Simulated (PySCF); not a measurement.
**CH5Si (SMILES [CH2][SiH3]): UMP2/cc-pVDZ**

Wanted: a structure relaxation of CH5Si. Input form: a Python script.

The results are computed with PySCF 2.14.0.

2 further runs of the same task are left out: 2 set aside as unsound or not needed.

### 1 The structure to begin with

The species is CH5Si (7 atoms), meant as a doublet with charge 0. As SMILES, `[CH2][SiH3]`. The shape is that of a PBE0-D4/def2-TZVP optimisation. The run starts from this shape.

Bond lengths: C1–Si2 1.840 Å, C1–H3 1.085 Å, C1–H4 1.085 Å, Si2–H5 1.492 Å, Si2–H6 1.487 Å, Si2–H7 1.487 Å. Angles: C1–Si2–H5 111.3°, C1–Si2–H6 110.4°, C1–Si2–H7 110.3°, Si2–C1–H3 122.6°, Si2–C1–H4 122.6°, H5–Si2–H6 107.7°, H5–Si2–H7 107.7°, H6–Si2–H7 109.4°, H3–C1–H4 114.8°.

### 2 A structure relaxation at UMP2/cc-pVDZ

job.py reads:

```python
# [CH2][SiH3]
from pyscf import gto, mp
from pyscf.geomopt.geometric_solver import kernel as optimise

molecule = gto.M(
    atom='''
C     -0.326167    -2.084368     0.089573
Si     0.250011     1.341328    -0.054802
H     -2.152398    -2.876541     0.582981
H      1.111726    -3.467269    -0.385126
H     -0.361316     2.374630    -2.606121
H     -1.360036     2.683600     1.817539
H      2.953831     1.900309     0.469597
''',
    verbose=3,
    basis='cc-pvdz',
    max_memory=1860,
    charge=0,
    spin=1,
    unit='bohr',
)

mf = molecule.UHF()
mf.conv_tol = 1e-10
mf.kernel()
if not mf.converged:
    mf = mf.newton().run(mf.mo_coeff, mf.mo_occ)
pt = mp.MP2(mf, frozen=1).run()
converged, mol_eq = optimise(pt, maxsteps=60, convergence_set='GAU_TIGHT')
print('converged:', converged)
print(mol_eq.tostring())

mf.reset(mol_eq)
molecule = mol_eq
mf.kernel()
if not mf.converged:
    mf = mf.newton().run(mf.mo_coeff, mf.mo_occ)
pt = mp.MP2(mf, frozen=1).run()
e_tot = pt.e_tot
print('E = %.10f Eh' % e_tot)
```

On the command line:

```sh
$ OMP_NUM_THREADS=1 python job.py
```

What it wrote:

```text
converged SCF energy = -329.662052583143  <S^2> = 0.76079327  2S+1 = 2.0107643
E(UMP2) = -329.895255344064  E_corr = -0.233202760921362
E(SCS-UMP2) = -329.904956461324  E_corr = -0.242903878181243

convergence_set           GAU_TIGHT
maxiter                   60
----------------------------------------------------------
Custom engine selected.
Bonds will be generated from interatomic distances less than 1.20 times sum of covalent radii
21 internal coordinates being used (instead of 21 Cartesians)
Internal coordinate system (atoms numbered from 1):
Distance 1-2
Distance 1-3
Distance 1-4
Distance 2-5
Distance 2-6
Distance 2-7
Angle 2-1-4
Angle 3-1-4
Angle 1-2-5
Angle 1-2-6
Angle 1-2-7
Angle 5-2-6
Angle 5-2-7
Angle 6-2-7
Out-of-Plane 1-2-3-4
Dihedral 3-1-2-5
Dihedral 3-1-2-6
Dihedral 3-1-2-7
Dihedral 4-1-2-5
Dihedral 4-1-2-6
Dihedral 4-1-2-7
Translation-X 1-7
Translation-Y 1-7
Translation-Z 1-7
Rotation-A 1-7
Rotation-B 1-7
Rotation-C 1-7
> ===== Optimization Info: ====
> Job type: Energy minimization
> Maximum number of optimization cycles: 60
> Initial / maximum trust radius (Angstrom): 0.100 / 0.300
> Convergence Criteria:
> Will converge when all 5 criteria are reached:
>  |Delta-E| < 1.00e-06
>  RMS-Grad  < 1.00e-05
>  Max-Grad  < 1.50e-05
>  RMS-Disp  < 4.00e-05
>  Max-Disp  < 6.00e-05
> === End Optimization Info ===

[... 10 lines left out ...]
converged SCF energy = -329.662052583142  <S^2> = 0.76079321  2S+1 = 2.0107642
[... 53 lines left out ...]
converged SCF energy = -329.662277092946  <S^2> = 0.7612561  2S+1 = 2.0112246
[... 80 lines left out ...]
converged SCF energy = -329.662282429767  <S^2> = 0.76125019  2S+1 = 2.0112187
[... 80 lines left out ...]
converged SCF energy = -329.662282105974  <S^2> = 0.76125016  2S+1 = 2.0112187
[... 80 lines left out ...]
converged SCF energy = -329.662282168058  <S^2> = 0.7612501  2S+1 = 2.0112186
[... 80 lines left out ...]
converged SCF energy = -329.662282211743  <S^2> = 0.76125007  2S+1 = 2.0112186
[... 54 lines left out ...]
converged SCF energy = -329.662282190655  <S^2> = 0.76125011  2S+1 = 2.0112186
[... 69 lines left out ...]
Converged! =D
[... 1 line left out ...]
converged: True
C          -0.17289972       -1.11435290        0.05349019
Si          0.13352536        0.72257344       -0.03215469
H          -1.14700559       -1.53622665        0.32052580
H           0.59039054       -1.85107032       -0.21633353
H          -0.18542376        1.26628433       -1.38472972
H          -0.72214512        1.42963738        0.95968752
H           1.56475815        1.01525547        0.25381522
converged SCF energy = -329.662282189815  <S^2> = 0.76125005  2S+1 = 2.0112186
E(UMP2) = -329.895612120815  E_corr = -0.233329930999851
E(SCS-UMP2) = -329.905405856672  E_corr = -0.243123666857562
E = -329.8956121208 Eh
```

It took 56 s on 1 thread of Arm Neoverse V1, shared host; peak memory 0.27 GiB.

The path in brief:

| step | energy from the first frame kept (eV) | largest force (eV/Å) |
| --- | --- | --- |
| 0 | 0.0000 | 0.4914 |
| 1 | -0.0095 | 0.0688 |
| 2 | -0.0097 | 0.0150 |
| 3 | -0.0097 | 0.0063 |
| 4 | -0.0097 | 0.0043 |
| 5 | -0.0097 | 0.0018 |
| 6 | -0.0097 | 0.0004 |
| 7 | -0.0097 | 0.0002 |
| 8 | -0.0097 | 0.0002 |
| 9 | -0.0097 | 0.0006 |
| 10 | -0.0097 | 0.0008 |
| 11 | -0.0097 | 0.0013 |
| 12 | -0.0097 | 0.0015 |
| 13 | -0.0097 | 0.0010 |
| 14 | -0.0097 | 0.0003 |
| 15 | -0.0097 | 0.0001 |
| 16 | -0.0097 | 0.0000 |
| 17 | -0.0097 | 0.0000 |
| 18 | -0.0097 | 0.0000 |

After the run. Bond lengths: C1–Si2 1.864 Å, C1–H3 1.095 Å, C1–H4 1.095 Å, Si2–H5 1.492 Å, Si2–H6 1.489 Å, Si2–H7 1.489 Å. Angles: C1–Si2–H5 111.4°, C1–Si2–H6 110.1°, C1–Si2–H7 110.1°, Si2–C1–H3 122.5°, Si2–C1–H4 122.5°, H5–Si2–H6 107.9°, H5–Si2–H7 107.9°, H6–Si2–H7 109.3°, H3–C1–H4 114.9°.

### 3 Summary of results

Level: UMP2/cc-pVDZ, 1 core orbital frozen.

| quantity | value |
| --- | --- |
| total energy at the end | -329.89561 Eh |
| dipole moment (Hartree–Fock density) | 0.67 D |
| HOMO energy (Hartree–Fock orbitals) (highest over α and β) | -10.39 eV |
| LUMO energy (Hartree–Fock orbitals) (lowest over α and β) | 2.55 eV |
| correlation energy (1 core orbital frozen) | -233.3 mEh |
| ⟨S²⟩ of the reference determinant | 0.761 |

What this shows: At the final geometry: Bond lengths: C1–Si2 1.864 Å, C1–H3 1.095 Å, C1–H4 1.095 Å, Si2–H5 1.492 Å, Si2–H6 1.489 Å, Si2–H7 1.489 Å. Angles: C1–Si2–H5 111.4°, C1–Si2–H6 110.1°, C1–Si2–H7 110.1°, Si2–C1–H3 122.5°, Si2–C1–H4 122.5°, H5–Si2–H6 107.9°, H5–Si2–H7 107.9°, H6–Si2–H7 109.3°, H3–C1–H4 114.9°. The optimisation took 18 steps and changed the energy by -0.010 eV. Mulliken charges of the mean-field density run from -0.32 on C1 to +0.55 on Si2; they depend strongly on the basis.
